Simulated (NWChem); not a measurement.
System: silicon monoxide (SiO, singlet); SMILES O=[Si]

NWChem input:

```
start job
memory heap 200 mb stack 900 mb global 1100 mb
geometry units angstroms noautosym nocenter noautoz
  Si     0.000000     0.000000     0.548651
  O      0.000000     0.000000    -0.960088
end
basis spherical
  Si library sto-3g
  O library sto-3g
end
dft
  xc pbe0
  iterations 150
end
cosmo
  do_cosmo_smd true
  solvent water
end
task dft energy
```

Output (shortened):

```
             Northwest Computational Chemistry Package (NWChem) 7.3.0
             --------------------------------------------------------

                             Geometry "geometry" -> ""
                             -------------------------

 Output coordinates in angstroms (scale by  1.889725989 to convert to a.u.)

  No.       Tag          Charge          X              Y              Z
 ---- ---------------- ---------- -------------- -------------- --------------
    1 Si                  14.0000     0.00000000     0.00000000     0.54865100
    2 O                    8.0000     0.00000000     0.00000000    -0.96008800

 Effective nuclear repulsion energy (a.u.)      39.2830382776

                                 NWChem DFT Module
                                 -----------------

 Summary of "ao basis" -> "ao basis" (spherical)
 ------------------------------------------------------------------------------
       Tag                 Description            Shells   Functions and Types
 ---------------- ------------------------------  ------  ---------------------
 Si                          sto-3g                  5        9   3s2p
 O                           sto-3g                  3        5   2s1p

 in cosmo_initialize ...
 calling solv_data for solv:h2o

 solvent parameters
 solvname_short: h2o
 solvname_long:  water
 dielec:       78.4000
 dielecinf:     1.7769
 aqueous SMD model solvent descriptors
 dielec:       78.4000
 sola:          0.8200

          ---------------
          -cosmo- solvent
          ---------------
 Cosmo: York-Karplus, doi: 10.1021/jp992097l
 dielectric constant -eps-     =  78.40
 screen = (eps-1)/(eps    )    =   0.98724
 surface charge correction     = lagrangian

   van der Waals surface
 --------------------------

[...]

                                COSMO-SMD solvation results
                                ---------------------------

             internal energy in gas <Psi(g)|H|Psi(g)> =      -360.093773788299
         internal energy in solvent <Psi(s)|H|Psi(s)> =      -360.093332972723
                               delta internal energy  =         0.000440815576 (    0.28 kcal/mol)
   total free energy in solvent <Psi(s)|H+V/2|Psi(s)> =      -360.097992761651
 polarization energy contribution <Psi(s)|V/2|Psi(s)> =        -0.004659788929 (   -2.92 kcal/mol)
    total free energy in solvent including G(SMD-CDS) =      -360.097992761651
                       G(SMD-CDS) energy contribution =         0.000000000000 (    0.00 kcal/mol)
     1 M fixed-concentration free energy of solvation =        -0.004218973353 (   -2.65 kcal/mol)

                       DFT Final Molecular Orbital Analysis
                       ------------------------------------

 Vector    9  Occ=2.000000D+00  E=-1.994747D-01
              MO Center=  9.2D-12, -9.6D-12, -5.9D-01, r^2= 1.0D+00
   Bfn.  Coefficient  Atom+Function         Bfn.  Coefficient  Atom+Function
  ----- ------------  ---------------      ----- ------------  ---------------
    13     -0.589430  2 O  py                12      0.569050  2 O  px
     8     -0.338971  1 Si py                 7      0.327251  1 Si px
     4      0.127608  1 Si py                 3     -0.123196  1 Si px

 Vector   10  Occ=2.000000D+00  E=-1.994747D-01
              MO Center= -2.4D-11, -2.4D-11, -5.9D-01, r^2= 1.0D+00
   Bfn.  Coefficient  Atom+Function         Bfn.  Coefficient  Atom+Function
  ----- ------------  ---------------      ----- ------------  ---------------
    12      0.589430  2 O  px                13      0.569050  2 O  py
     7      0.338971  1 Si px                 8      0.327251  1 Si py
     3     -0.127608  1 Si px                 4     -0.123196  1 Si py

 Vector   11  Occ=2.000000D+00  E=-1.668999D-01
              MO Center=  6.4D-11,  7.9D-11,  8.9D-02, r^2= 1.9D+00
   Bfn.  Coefficient  Atom+Function         Bfn.  Coefficient  Atom+Function
  ----- ------------  ---------------      ----- ------------  ---------------
    14      0.672629  2 O  pz                 6     -0.574865  1 Si s
     9     -0.483036  1 Si pz                 5      0.209049  1 Si pz
     2      0.147138  1 Si s                 11     -0.146853  2 O  s
     1     -0.043697  1 Si s                 10      0.029106  2 O  s

 Vector   12  Occ=0.000000D+00  E= 1.324337D-01
              MO Center=  4.3D-11,  4.1D-11,  1.9D-01, r^2= 1.6D+00
   Bfn.  Coefficient  Atom+Function         Bfn.  Coefficient  Atom+Function
  ----- ------------  ---------------      ----- ------------  ---------------
     7      0.678132  1 Si px                 8      0.646552  1 Si py
    12     -0.431833  2 O  px                13     -0.411723  2 O  py
     3     -0.227220  1 Si px                 4     -0.216639  1 Si py

 Vector   13  Occ=0.000000D+00  E= 1.324337D-01
              MO Center=  1.6D-12, -1.6D-12,  1.9D-01, r^2= 1.6D+00
   Bfn.  Coefficient  Atom+Function         Bfn.  Coefficient  Atom+Function
  ----- ------------  ---------------      ----- ------------  ---------------
     8     -0.678132  1 Si py                 7      0.646552  1 Si px
    13      0.431833  2 O  py                12     -0.411723  2 O  px
     4      0.227220  1 Si py                 3     -0.216639  1 Si px

[...]
```

Level: PBE0/STO-3G, SMD on the gas-phase geometry. Low-valent species are run as closed-shell singlets; no triplet was tried in these runs. Coordinates come from a PBE0-D3(BJ)/def2-TZVP optimisation. Solvent: water.
